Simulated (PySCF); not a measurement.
Molecule: 1,1,1,2-tetrafluoroethane (SMILES FCC(F)(F)F).

Bonds (- single, = double, # triple, : aromatic): F1-C2 1.357 Å, C2-C3 1.514 Å, C3-F4 1.330 Å, C3-F5 1.331 Å, C3-F6 1.336 Å. C2 carries H7, H8.

Geometry PBE0-D3(BJ)/def2-SVP throughout; GIAO in PySCF 2.14.0 with density-fitted response routines, gas phase, one conformer, non-relativistic; equivalent atoms averaged; basis pcSseg-2.

(1) How do the absolute shieldings σ depend on the functional? (ppm; last column core-seconds on shared hosts with different chips, so compare them loosely)

(2) Which nucleus moves most, in ppm?

Answers

(1) 
```tsv
functional	kind	F4/F5/F6	F1	C3	C2	H7/H8	core-s
HF	Hartree–Fock	306.1	460.8	77.4	116.9	27.47	10
LDA	LDA	244.3	430.4	38.5	92.4	26.17	22
PBE	GGA	249.3	422.5	41.5	94.0	26.68	28
BLYP	GGA	248.8	419.2	36.5	88.8	26.84	27
BP86	GGA	250.3	423.2	41.6	94.0	26.74	27
OPBE	GGA	258.2	423.5	51.7	102.1	26.77	28
KT2	GGA	250.7	421.0	49.7	100.1	26.73	28
KT3	GGA	256.0	418.0	50.5	99.9	26.93	29
B97-D	GGA	257.4	422.6	44.7	95.3	26.91	28
B3LYP	global hybrid	262.2	430.6	45.1	95.2	26.95	19
PBE0	global hybrid	266.1	435.6	51.8	101.4	26.86	19
mPW1PW91	global hybrid	266.7	435.3	51.1	100.9	26.92	19
WP04	global hybrid	264.0	420.9	35.4	87.9	27.21	17
B97-2	global hybrid	268.2	433.0	52.4	101.5	26.98	30
BHandHLYP	global hybrid	279.6	444.0	57.4	103.6	27.10	17
CAM-B3LYP	range-separated hybrid	266.3	437.8	48.3	98.0	26.87	20
wB97X-D	range-separated hybrid	269.4	437.3	51.8	101.4	26.99	20
LC-wPBE	range-separated hybrid	271.1	443.2	52.5	103.4	26.88	24
```

(2) F4/F5/F6 (fluorine of a CF3 group): from 244.3 ppm with LDA to 306.1 ppm with HF. The smallest spread is 1.30 ppm, at H7/H8. Proton shifts span only some 12 ppm, so a few tenths of a ppm matter as much there as several ppm in carbon.
